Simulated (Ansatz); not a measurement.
# AlH4PSi: the cost of one run

All numbers below are computed with Ansatz 0.2.0 (UKS B3LYP-D4/def2-SVP).

### Step 1. The structure to begin with

Bond lengths: Al1–Si2 2.352 Å, Al1–P3 2.269 Å, Si2–P3 2.176 Å, Al1–H4 1.577 Å, Si2–H5 1.483 Å, Si2–H6 1.478 Å, P3–H7 1.473 Å. Angles: Al1–Si2–P3 60.0°, Al1–Si2–H5 115.1°, Al1–Si2–H6 115.2°, P3–Si2–H5 114.2°, P3–Si2–H6 115.3°, H5–Si2–H6 121.7°, Si2–Al1–P3 56.1°, Si2–Al1–H4 148.9°, P3–Al1–H4 154.7°, Al1–P3–Si2 63.9°, Al1–P3–H7 93.4°, Si2–P3–H7 95.0°.

As a file:

```xyz
7

Al   -1.1652   -0.5999   -0.5214
Si    0.3571    0.8982    0.4640
P     0.6089   -1.2453    0.7380
H    -2.4041   -0.8398   -1.4665
H     1.3313    1.5109   -0.4713
H    -0.1536    1.6289    1.6429
H     1.4869   -1.4209   -0.4314
```

### Step 2. End point A

The input, input.yaml:

```yaml
crystal:
  periodic: [false, false, false]
  atoms:
    - { symbol: Al, position_ang: [-1.1652, -0.5999, -0.5214] }
    - { symbol: Si, position_ang: [0.3571, 0.8982, 0.464] }
    - { symbol: P, position_ang: [0.6089, -1.2453, 0.738] }
    - { symbol: H, position_ang: [-2.4041, -0.8398, -1.4665] }
    - { symbol: H, position_ang: [1.3313, 1.5109, -0.4713] }
    - { symbol: H, position_ang: [-0.1536, 1.6289, 1.6429] }
    - { symbol: H, position_ang: [1.4869, -1.4209, -0.4314] }
magnetization:
  spin_polarized: true
basis:
  gaussian: { orbitals: def2-SVP }
hamiltonian:
  xc: b3lyp
  dispersion: d4
relax:
  f_tol: 0.02
  max_steps: 50
output:
  orbitals: {}
```

On the command line:

```console
> ansatz run input.yaml --threads 2 --pin off --max-ram 3072MiB --backend cpu --events-out ev --progress --plain --runs-dir out
```

**Question.** How long does this run take on 2 threads of Intel Xeon Platinum 8488C (Sapphire Rapids), shared host, and how much memory does it need?

About 28 s, with a peak of 0.22 GiB.
